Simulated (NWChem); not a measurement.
# the pair CHClF2···HCl: a chain of runs

Aim: a single-point energy (singlet CH2Cl2F2, CCSD(T)/6-31G*), then the energy (singlet CHClF2, CCSD(T)/6-31G*), then a single-point energy (singlet HCl, CCSD(T)/6-31G*), then a single-point energy (singlet CHClF2, CCSD(T)/6-31G*), then the energy (singlet HCl, CCSD(T)/6-31G*) of CH2Cl2F2 and its partners. 

The results are computed with NWChem 7.3.0.

## Step 1: The molecule

CH2Cl2F2 has 7 atoms, charge 0, and is taken as a singlet. The two molecules were placed rigidly side by side, at 0.85 times their contact distance; the pair isn't optimised.

Bond lengths: F1–C2 1.334 Å, C2–F3 1.334 Å, C2–Cl4 1.763 Å, C2–H5 1.090 Å, Cl6–H7 1.279 Å. Angles: F1–C2–F3 108.3°, F1–C2–Cl4 109.7°, F3–C2–Cl4 109.7°, F1–C2–H5 110.0°, F3–C2–H5 110.0°, Cl4–C2–H5 109.0°.

## Step 2: The energy at CCSD(T)/6-31G(d) (spherical functions) (run 1)

Input file geom.nw:

```
start geom
memory total 2200 mb
charge 0

geometry units atomic noautosym nocenter noautoz
  F   0.05457529 -1.04569885  2.32542138
  C   0.18780098  0.07245210  0.06908839
  F   1.57637174 -1.38169215 -1.45251909
  Cl -2.87431123  0.42261835 -1.19532736
  H   1.05556322  1.93232055  0.25333668
  Cl  5.66243205  3.09225334  0.37664131
  H   4.64020360  4.88386489 -0.88233202
end

basis spherical bse
  F library 6-31G*
  C library 6-31G*
  Cl library 6-31G*
  H library 6-31G*
end

scf
  thresh 1e-08
  maxiter 80
  print low
end

ccsd
  freeze core 13
  maxiter 60
end

task ccsd(t) energy
```

The run is started by

```sh
$ nwchem geom.nw > geom.out
```

Standard output:

```text
[...]
  functions       =    82
[...]
  wavefunction    = RHF
[...]
         Total SCF energy =  -1156.845982394424
      One-electron energy =  -2154.828173771715
      Two-electron energy =    720.080765674980
 Nuclear repulsion energy =    277.901425702311
        Time for solution =     11.6s
[...]
 Total MP2 energy:          -1157.572321277524225
[...]
             energy      energy      error      ampl     ampl      Block
                                                time     time      time
[...]
 Total CCSD energy:          -1157.610211423997043
[...]
 Total CCSD+T(CCSD) energy:          -1157.628999838128948
[...]
 Total CCSD(T) energy:               -1157.627309766460030
[...]
```

It took 1.8 min on 1 thread of Intel Xeon Platinum 8488C (Sapphire Rapids), shared host; peak memory 0.25 GiB.

## Step 3: CHClF2: the energy at CCSD(T)/6-31G(d) (spherical functions) (run 2)

Input file geom.nw:

```
start geom
title "CHClF2 energy"
memory 2200 mb
geometry noautosym nocenter noautoz
F        0.028880      -0.553360       1.230560
C        0.099380       0.038340       0.036560
F        0.834180      -0.731160      -0.768640
Cl      -1.521020       0.223640      -0.632540
H        0.558580       1.022540       0.134060
end
basis spherical bse
* library 6-31G*
end
scf
thresh 1e-08
maxiter 80
noprint "final vectors analysis"
end
ccsd
freeze core 8
maxiter 60
end
task ccsd(t) energy
```

The run is started by

```sh
$ nwchem geom.nw > geom.out
```

Standard output:

```text
[...]
  functions       =    62
[...]
  wavefunction    = RHF
[...]
         Total SCF energy =   -696.791972492771
      One-electron energy =  -1300.266547707111
      Two-electron energy =    435.067818055377
 Nuclear repulsion energy =    168.406757158964
        Time for solution =      5.3s
[...]
 Total MP2 energy:           -697.384949470548577
[...]
             energy      energy      error      ampl     ampl      Block
                                                time     time      time
[...]
 Total CCSD energy:           -697.406095618722588
[...]
 Total CCSD+T(CCSD) energy:           -697.422252611340127
[...]
 Total CCSD(T) energy:                -697.420609645603349
[...]
```

Run time: 38 s. Hardware: 1 thread of Intel Xeon Platinum 8488C (Sapphire Rapids), shared host; peak memory 0.15 GiB.

## Step 4: HCl: the energy at CCSD(T)/6-31G(d) (spherical functions) (run 3)

Input file clh.nw:

```
echo
start clh
title "ClH energy"
memory stack 880 mb heap 220 mb global 1100 mb
charge 0

geometry units angstroms noautosym nocenter noautoz
 Cl     2.996430     1.636350     0.199310
 H      2.455490     2.584430    -0.466910
end

basis spherical bse
 * library 6-31G*
end

scf
 singlet
 rhf
 thresh 1e-08
 maxiter 80
 print low
end

ccsd
 freeze core 5
 maxiter 60
end

task ccsd(t)
```

The run is started by

```sh
$ nwchem clh.nw > clh.out
```

Standard output:

```text
[...]
  functions       =    20
[...]
  wavefunction    = RHF
[...]
         Total SCF energy =   -460.058215874094
      One-electron energy =   -649.782446720835
      Two-electron energy =    182.689481990820
 Nuclear repulsion energy =      7.034748855921
        Time for solution =      0.6s
[...]
 Total MP2 energy:           -460.188939268384502
[...]
             energy      energy      error      ampl     ampl      Block
                                                time     time      time
[...]
 Total CCSD energy:           -460.206038781672589
[...]
 Total CCSD+T(CCSD) energy:           -460.208397165429631
[...]
 Total CCSD(T) energy:                -460.208369444004688
[...]
```

Wall time 1.8 s (1 thread of Intel Xeon Platinum 8488C (Sapphire Rapids), shared host); peak memory 0.097 GiB.

## Step 5: CHClF2 among ghost functions: the energy at CCSD(T)/6-31G(d) (spherical functions, with ghost functions) (run 4)

Input file test.nw:

```
start test
title "CHClF2"
memory stack 880 mb heap 220 mb global 1100 mb

geometry units atomic noautosym nocenter noautoz
   F    0.05457529  -1.04569885   2.32542138
   C    0.18780098   0.07245210   0.06908839
   F    1.57637174  -1.38169215  -1.45251909
   Cl  -2.87431123   0.42261835  -1.19532736
   H    1.05556322   1.93232055   0.25333668
   bqCl     5.662432     3.092253     0.376641
   bqH      4.640204     4.883865    -0.882332
end

basis spherical bse
   F library 6-31G*
   C library 6-31G*
   Cl library 6-31G*
   H library 6-31G*
   bqCl library Cl 6-31G*
   bqH library H 6-31G*
end

scf
   thresh 1e-08
   maxiter 80
   print low
end

ccsd
   freeze core 8
   maxiter 60
end

task ccsd(t) energy
```

The run is started by

```sh
$ nwchem test.nw > test.out
```

Standard output:

```text
[...]
  functions       =    82
[...]
  wavefunction    = RHF
[...]
         Total SCF energy =   -696.792642256591
      One-electron energy =  -1300.258085827433
      Two-electron energy =    435.058698517809
 Nuclear repulsion energy =    168.406745053034
        Time for solution =      9.7s
[...]
 Total MP2 energy:           -697.385995721346376
[...]
             energy      energy      error      ampl     ampl      Block
                                                time     time      time
[...]
 Total CCSD energy:           -697.407125644174016
[...]
 Total CCSD+T(CCSD) energy:           -697.423334689646481
[...]
 Total CCSD(T) energy:                -697.421680175241022
[...]
```

Run time: 1.7 min. Hardware: 1 thread of Intel Xeon Platinum 8488C (Sapphire Rapids), shared host; peak memory 0.24 GiB.

## Step 6: HCl among ghost functions: the energy at CCSD(T)/6-31G(d) (spherical functions, with ghost functions) (run 5)

Input file mymol.nw:

```
START mymol
memory total 2200 mb
GEOMETRY units angstrom noautosym nocenter noautoz
 Cl       2.996430       1.636350       0.199310
 H        2.455490       2.584430      -0.466910
 bqF      0.028880    -0.553360     1.230560
 bqC      0.099380     0.038340     0.036560
 bqF      0.834180    -0.731160    -0.768640
 bqCl    -1.521020     0.223640    -0.632540
 bqH      0.558580     1.022540     0.134060
END
BASIS spherical bse
 Cl library 6-31G*
 H library 6-31G*
 bqF library F 6-31G*
 bqC library C 6-31G*
 bqCl library Cl 6-31G*
 bqH library H 6-31G*
END
SCF
 thresh 1e-08
 maxiter 80
 print low
END
CCSD
 freeze core 5
 maxiter 60
END
TASK ccsd(t) energy
```

The run is started by

```sh
$ nwchem mymol.nw > mymol.out
```

Standard output:

```text
[...]
  functions       =    82
[...]
  wavefunction    = RHF
[...]
         Total SCF energy =   -460.058500508239
      One-electron energy =   -649.773607031042
      Two-electron energy =    182.680357666882
 Nuclear repulsion energy =      7.034748855921
        Time for solution =      6.4s
[...]
 Total MP2 energy:           -460.190124674949459
[...]
             energy      energy      error      ampl     ampl      Block
                                                time     time      time
[...]
 Total CCSD energy:           -460.207223897693666
[...]
 Total CCSD+T(CCSD) energy:           -460.209630763468624
[...]
 Total CCSD(T) energy:                -460.209602009268451
[...]
```

Wall time 49 s (1 thread of Intel Xeon Platinum 8488C (Sapphire Rapids), shared host); peak memory 0.14 GiB.

## Step 7: What came out

```
                                                                                                                 quantity           value
                                                                                      run 1, CCSD(T)/6-31G*: total energy  -1157.62731 Eh
                                                      run 1, CCSD(T)/6-31G*: correlation energy (13 core orbitals frozen)      -781.3 mEh
                                                                                    run 1, CCSD(T)/6-31G*: (T) correction      -17.10 mEh
                                                                                                     CHClF2: total energy   -697.42061 Eh
                                                                      CHClF2: correlation energy (8 core orbitals frozen)      -628.6 mEh
                                                                                                   CHClF2: (T) correction      -14.51 mEh
                                                                                                        HCl: total energy   -460.20837 Eh
                                                                         HCl: correlation energy (5 core orbitals frozen)      -150.2 mEh
                                                                                                      HCl: (T) correction       -2.33 mEh
                                                                               CHClF2 among ghost functions: total energy   -697.42168 Eh
                                                CHClF2 among ghost functions: correlation energy (8 core orbitals frozen)      -629.0 mEh
                                                                             CHClF2 among ghost functions: (T) correction      -14.55 mEh
                                                                                  HCl among ghost functions: total energy   -460.20960 Eh
                                                   HCl among ghost functions: correlation energy (5 core orbitals frozen)      -151.1 mEh
                                                                                HCl among ghost functions: (T) correction       -2.38 mEh
              interaction energy of the rigid parts CHClF2 and HCl (parts in their own basis; closest atoms 2.51 Å apart)        0.045 eV
interaction energy of the rigid parts CHClF2 and HCl (parts in the whole basis, counterpoise; closest atoms 2.51 Å apart)        0.108 eV
```

The interaction energy of the rigid parts CHClF2 and HCl (parts in their own basis; closest atoms 2.51 Å apart) is 0.05 eV (4.4 kJ/mol): the parts repel at this shape. Without counterpoise this holds the superposition error of the basis. The interaction energy of the rigid parts CHClF2 and HCl (parts in the whole basis, counterpoise; closest atoms 2.51 Å apart) is 0.11 eV (10.4 kJ/mol): the parts repel at this shape. The basis-set superposition error is 6.0 kJ/mol. The triples (run 1, CCSD(T)/6-31G*) make up 2.2 % of the correlation energy. The triples (CHClF2) make up 2.3 % of the correlation energy. The triples (HCl) make up 1.6 % of the correlation energy.
